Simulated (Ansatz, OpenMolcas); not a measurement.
# Heat of formation of CH2AlN (SMILES N#[C][AlH2]) from total energies

CH2AlN: 5 atoms, total charge 0, spin state singlet. As SMILES, `N#[C][AlH2]`. The coordinates come from a PBE0-D4/def2-TZVP relaxation.

Total energies at r2SCAN/aug-cc-pVDZ (OpenMolcas 26.06); the atoms run unrestricted:

| species | state | energy (Eh) |
| --- | --- | --- |
| CH2AlN | singlet | -336.387238 |
| N | quartet | -54.571179 |
| C | triplet | -37.827851 |
| Al | doublet | -242.327696 |
| H | doublet | -0.499471 |

Harmonic wavenumbers at PBE0-D4/def2-TZVP, in cm⁻¹: 209, 217, 546, 546, 610, 766, 1978, 1995, 2310.

Measured heats of formation of the gaseous atoms at 298.15 K, in kJ/mol: N 472.4, C 716.9, Al 329.7, H 218.0. Spin-orbit lowering of the atoms at 298 K (mean of the ground term's levels less their thermal mean, from spectra), in kJ/mol: C 0.02, Al 0.17. Take 1 Eh = 2625.50 kJ/mol, 1 cm⁻¹ = 0.0119627 kJ/mol, RT = 2.479 kJ/mol.

Task: Work out the heat of formation of the gas at 298 K.

Result: 
1. Electronic atomisation energy: (-54.571179) + (-37.827851) + (-242.327696) + 2 × (-0.499471) − (-336.387238) = 0.661570 Eh = 1737.0 kJ/mol.
2. Zero-point energy: half the sum of the wavenumbers, 4588.5 cm⁻¹ = 54.9 kJ/mol.
3. Thermal vibrational enthalpy, Σ hcν̃/(exp(hcν̃/kT) − 1): 4.5 kJ/mol. Translation, rotation and pV of a non-linear molecule: 4 RT = 9.9 kJ/mol.
4. The 5 free atoms carry 5/2 RT each: 31.0 kJ/mol.
5. Spin-orbit coupling lowers the free atoms by 0.02 + 0.17 = 0.2 kJ/mol.
6. Atomisation enthalpy at 298 K: 1737.0 − 0.2 − 54.9 − 4.5 − 9.9 + 31.0 = 1698.5 kJ/mol.
7. Sum of the atoms' heats of formation: 1955.0 kJ/mol. Heat of formation: 1955.0 − 1698.5 = +256.5 kJ/mol.

No measured value is set beside it here. Anharmonicity and any spin-orbit splitting of the molecule are left out.
